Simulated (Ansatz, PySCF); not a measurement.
Species: trifluoroborane, BF3, net charge 0, singlet state. 
Structure (B3LYP-D3(BJ)/def2-TZVP (Ansatz, an electronic-structure program) minimum search):
```
B
F 1 1.3156
F 1 1.3156 2 120.00
F 1 1.3156 2 120.00 3 -180.00
```

PBE beside other levels, property by property. Valence correlation only, unless marked. Open shells are spin-unrestricted. Spin-orbit coupling is left out. No relativistic terms. CBS marks a two-point X^-3 extrapolation of the correlation energy; Hartree-Fock from the larger set. Rows marked 298 K are enthalpies with B3LYP-D3(BJ) harmonic zero-point and thermal terms from PySCF. Enthalpies of formation rest on the atoms' values in the G2/97 table (older ones for B and Si), with no core term in the frozen-core levels. The coupled-cluster column (Ansatz) is a level with limits of its own: CCSD(T)/CBS(cc-pVTZ,cc-pVQZ).

```
property                                                             PBE/def2-TZVPD (Ansatz)  SVWN5/def2-TZVPD (Ansatz)  wB97M-V/def2-TZVPD (Ansatz)  CCSD(T)/cc-pVTZ (Ansatz)  coupled cluster  measured
-------------------------------------------------------------------  -----------------------  -------------------------  ---------------------------  ------------------------  ---------------  --------
enthalpy of formation at 298 K by atomisation (kcal/mol)                              -281.3                     -348.2                       -269.8                    -260.4           -270.8    -271.4
B-F bond dissociation enthalpy, 298 K, to F[B]F + F atom (kcal/mol)                    168.4                      192.4                        170.8                     169.2            172.0         -
```

Measured values: G2/97 table in ASE (Curtiss et al.); they hold spin-orbit effects, which all levels lack, and core correlation, which the frozen-core levels lack. This is an older compilation, not checked against later work.

As the rows show:
- enthalpy of formation at 298 K by atomisation: PBE lies 9.9 kcal/mol below the measured value.
- B-F bond dissociation enthalpy, 298 K, to F[B]F + F atom: PBE lies 3.6 kcal/mol below coupled cluster.
